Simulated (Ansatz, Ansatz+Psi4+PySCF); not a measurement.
```xyz
4

Li    1.1931    0.0000    0.0000
Li   -1.1931    0.0000    0.0000
F     0.0000    1.3959    0.0000
F     0.0000   -1.3959    0.0000
```

Basis set: cc-pVTZ (spherical functions). Left uncorrelated: 2 orbitals. Charge 0, multiplicity 1.

Computed with Ansatz (development build ahead of 0.2.0); each method stands on the lowest determinant of its kind that the runs found. Restricted open shells among the atoms or ions are ROHF, correlated in semicanonical orbitals with singles.

Task: Give the atomization energy at this shape (free ground-state atoms in the same class of orbitals less the molecule, no zero-point energy) of singlet Li2F2 by RHF-MP2, RHF.

Result:

| method | atomization energy |
| --- | --- |
| RHF-MP2 | 339.24 kcal/mol |
| RHF | 242.99 kcal/mol |
